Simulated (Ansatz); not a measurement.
Born–Oppenheimer molecular dynamics of C$_{2}$H$_{8}$Si (11 atoms, charge 0, multiplicity 1). It starts from a rough guess of a transition structure, not a stationary point.

Level of theory: Ansatz 0.2.0, UKS r2SCAN/6-31G.

| Quantity | Value |
| --- | --- |
| ensemble | NVE (velocity Verlet) |
| time step | 0.5 fs |
| steps asked | 132 |
| starting velocities drawn for | 100 K |
| seed | 975766 |

First frame:

```xyz
11
Properties=species:S:1:pos:R:3
Si 0.318 0.432 0.530
H 1.490 -0.934 0.014
C 0.775 0.582 -1.282
H 1.311 -0.656 -0.923
H 0.426 1.338 1.688
C -1.260 -0.569 0.807
H 1.676 1.180 -1.425
H 0.039 0.947 -2.004
H -2.133 0.082 0.820
H -1.407 -1.300 0.018
H -1.234 -1.101 1.755
```

Problem. How far do the bonds stretch over the last three quarters of this one trajectory? (Pairs bonded in most of those frames.)

Solution. 
| bond | mean (Å) | spread (Å) | shortest | longest |
| --- | --- | --- | --- | --- |
| Si1–H2 | 1.587 | 0.141 | 1.34 | 1.80 |
| Si1–C3 | 1.974 | 0.123 | 1.80 | 2.14 |
| Si1–H5 | 1.585 | 0.100 | 1.42 | 1.77 |
| Si1–C6 | 1.934 | 0.025 | 1.89 | 1.96 |
| C3–H4 | 1.200 | 0.179 | 0.89 | 1.46 |
| C3–H7 | 1.102 | 0.036 | 1.04 | 1.17 |
| C3–H8 | 1.110 | 0.019 | 1.08 | 1.14 |
| C6–H9 | 1.099 | 0.008 | 1.08 | 1.11 |
| C6–H10 | 1.097 | 0.009 | 1.07 | 1.12 |
| C6–H11 | 1.098 | 0.019 | 1.07 | 1.13 |

Pairs bonded in part of these frames only: Si1–H2 94 %, C3–H4 67 %.

Mean temperature of the second half: 1900 K. The conserved energy stayed within 2.5 meV per atom of its start (net change -1.5 meV per atom), so there is no drift, though single steps change it by up to 24 meV in the whole system, a sign of fast motions only just resolved. The kinetic energy rose, since the run started high on the potential surface and went downhill. A run of 0.066 ps of so small a system gives no equilibrium averages. The orbitals were unrestricted but ended closed-shell. Limits of this set-up: no polarisation functions.

Run time: 14 min on 1 thread of Intel(R) Xeon(R) Platinum 8175M CPU @ 2.50GHz (Skylake/Cascade Lake) (shared host), peak memory 0.17 GiB.
